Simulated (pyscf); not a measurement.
PySCF, gas phase, ωB97X-D3(BJ)/def2-SVP geometries.

Question: For `[OH][Si]([OH])([O][SiH3])[O][SiH3]` + `[FH]` -> `[OH][Si]([F])([O][SiH3])[O][SiH3]` + `[OH2]`, a four-centre exchange (singlet surface; O–Si, F–H broken, F–Si, H–O formed), PBE/def2-TZVP gives ΔE‡ = 11.7 kcal/mol and ΔE = -10.4 kcal/mol (zero: the separated reactants). In which direction and how far do B3LYP-D3(BJ)/def2-TZVP, PBE0-D3(BJ)/def2-TZVP, ωB97M-D3(BJ)/def2-TZVP move these?

Answer: B3LYP-D3(BJ): ΔE‡ = 14.7 kcal/mol, ΔE = -10.2 kcal/mol; PBE0-D3(BJ): ΔE‡ = 13.1 kcal/mol, ΔE = -9.4 kcal/mol; ωB97M-D3(BJ): ΔE‡ = 13.6 kcal/mol, ΔE = -9.9 kcal/mol. PBE's barrier lies under all of them, by 1.4 to 3.0 kcal/mol. Its reaction energy matches one of them and lies within 1.0 kcal/mol of the others. On the reactant side the descent ends in a bound adduct, 9.6 kcal/mol under the separated species and 23.8 kcal/mol under the saddle at ωB97X-D3(BJ)/def2-TZVP. On the product side the descent ends in a complex (not fully relaxed), 6.8 kcal/mol under the separated species and 30.5 kcal/mol under the saddle at ωB97X-D3(BJ)/def2-TZVP. One saddle was located; it need not be the lowest between these sides.
